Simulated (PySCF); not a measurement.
Species: C4H5O2 (doublet state).
Cartesian coordinates in Å at the GFN2-xTB level; atoms count from 1:
```
atom  x, y, z in Å
O1     0.4745   -2.1436   -0.2841
C2     0.2523   -0.9779   -0.1185
C3    -1.0929   -0.2998    0.0107
C4    -0.7296    1.1206    0.2313
O5     0.6216    1.3458    0.1098
C6     1.2979    0.1190    0.0090
H7    -1.6922   -0.4738   -0.8930
H8    -1.6544   -0.7423    0.8419
H9    -1.3462    1.9726    0.0246
H10    1.9110   -0.0545    0.9035
H11    1.9634    0.1366   -0.8613
```

Identity: `O=C1C[CH]OC1` [radical].

The calculation used UKS B3LYP, pcH-1 on C H O, non-relativistic, mean-field spin-orbit, GIAO (PySCF 2.14.0). Isolated species at its GFN2-xTB geometry, gas phase. The geometry wasn't refined by DFT: couplings that depend on bond lengths, twists or pyramidal angles can differ widely from those at the functional's own minimum. The SCF solution wasn't tested for stability.

(1) Predict the first-order ENDOR lines of C4, C3, C6, H7/H8, H9 and H10/H11 under fast tumbling at B = 3369.2 mT (W band).

(2) Which pairs are centred on the nuclear Larmor frequency, and which on half the coupling?

(3) At what field would the lower line of H7/H8 fall to zero frequency?

Answers

(1) ν± = |νn ± a/2|, one line for each electron-spin manifold; νn = |g_N| × 7.62259 MHz/T × B.

```csv
nuclei,isotope,g_N,νn (MHz),a_iso (MHz),lower line (MHz),upper line (MHz)
C4,13C,1.4048,36.08,148.53,38.19,110.34
C3,13C,1.4048,36.08,-23.39,24.38,47.77
C6,13C,1.4048,36.08,-4.92,33.62,38.54
H7/H8,1H,5.5857,143.45,100.09,93.41,193.50
H9,1H,5.5857,143.45,-37.30,124.80,162.10
H10/H11,1H,5.5857,143.45,7.63,139.64,147.27
```

The rows for 13C, of low natural abundance, apply to labelled samples.

(2) Centred on νn, since |a| < 2νn: C3, C6, H7/H8, H9 and H10/H11. Centred on |a|/2 and split by 2νn: C4.

(3) Where νn = |a|/2, that is B = 50.04 MHz/(5.5857 × 7.62259 MHz/T) = 1180 mT, as far as first order holds there.

Nuclei that the bonding pattern makes equivalent are averaged, as if the motion that swaps them (rotation, inversion, ring flip) were fast.
